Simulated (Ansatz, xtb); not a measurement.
## Group exchange: C3H5N + HOF → C2H2FN + CH4O

Gas-phase species: C3H5N (propanenitrile) `CCC#N`, singlet; HOF `OF`, singlet; C2H2FN `N#CCF`, singlet; CH4O (methanol) `CO`, singlet. The partners trade CH3 for F: C–CH3 and O–F bonds give way to C–F and O–CH3.

Shapes, held fixed at every level: PBE0-D4/def2-TZVP. Programs: Ansatz 0.2.0, xtb 6.7.1. The zero-point and thermal change to 298 K, harmonic and unscaled (PBE0-D4/def2-TZVP), is +3.2 kJ/mol.

Question: Estimate ΔH(298 K) of this reaction.

Answer: The highest level, CCSD(T)/CBS estimate, gives ΔH(298 K) = -247.0 kJ/mol; the levels span -259.7 to -88.9. GFN0-xTB strays far from the other rows. The column of differences is taken from that level and isn't an error. No measured value is set beside it here. The CBS estimate extrapolates MP2 from def2-TZVPP and def2-QZVPP and adds CCSD(T) − MP2 in the triple-zeta set, cores frozen.

| level | kind | ΔH(298 K) (kJ/mol) | less CCSD(T)/CBS estimate |
| --- | --- | --- | --- |
| GFN0-xTB | semi-empirical | -88.9 | +158.1 |
| B3LYP-D4/def2-TZVPP | global hybrid | -240.9 | +6.1 |
| BHLYP-D4/def2-TZVPP | global hybrid | -259.7 | -12.7 |
| r2SCAN0-D4/def2-TZVPP | global hybrid | -249.7 | -2.7 |
| B2PLYP/def2-TZVPP | double hybrid | -248.2 | -1.2 |
| MP2/def2-TZVPP | perturbation theory | -256.1 | -9.1 |
| CCSD/def2-TZVPP | coupled cluster or CI | -250.8 | -3.8 |
| CCSD(T)/CBS estimate | coupled cluster or CI | -247.0 | 0.0 |
